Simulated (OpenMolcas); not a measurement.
# A ladder of methods for AlH2F (SMILES [F][AlH2])

The species is AlH2F (4 atoms), meant as a singlet with charge 0. As SMILES, `[F][AlH2]`. The shape comes from GFN2-xTB, which is rough for such elements, and wasn't checked as a minimum.

```xyz
4

F    -0.3464   -0.0150    1.5652
Al    0.0083    0.0003   -0.0373
H    -0.3870   -1.1977   -0.8985
H     0.7251    1.2124   -0.6294
```

Each level gives the energy change with the F1–Al2 bond stretched from 1.641 to 3.283 Å (eV). The values are calculated.

```tsv
level	kind	program	value (eV)	less FCI/STO-3G	CPU time (all runs)
HF/STO-3G (restricted)	Hartree–Fock	OpenMolcas	9.94	+4.51	3.3 s
PBE0/STO-3G (restricted)	global hybrid	OpenMolcas	7.94	+2.51	7.4 s
MP2/STO-3G (restricted)	perturbation theory	OpenMolcas	7.21	+1.78	2.9 s
CASPT2(2,2)/STO-3G	multireference	OpenMolcas	5.49	+0.06	2.8 s
CASSCF(2,2)/STO-3G	multireference	OpenMolcas	5.11	-0.32	3.1 s
MRCI(2,2)/STO-3G	multireference	OpenMolcas	5.44	+0.01	3 s
ACPF/STO-3G (restricted)	coupled cluster or CI	OpenMolcas	-2.12	-7.55	3.1 s
FCI/STO-3G	exact in the basis	OpenMolcas	5.43	0.00	7.9 s
```

FCI/STO-3G is exact within its basis and frozen core, so for wave-function methods in that basis the difference is their error; functionals converge differently with the basis, so for them it is only a difference. Spin-restricted single references rise too steeply as a bond breaks, Hartree–Fock most of all. Perturbation and coupled-cluster corrections on them can overshoot downwards. The first shape isn't each level's own minimum. The values span -2.12 to 9.94 eV. All rows use very small basis sets, so even the best lies far from the true value. CPU times are rough (shared hosts, several kinds of processor): they show what a rung costs within a factor of a few.
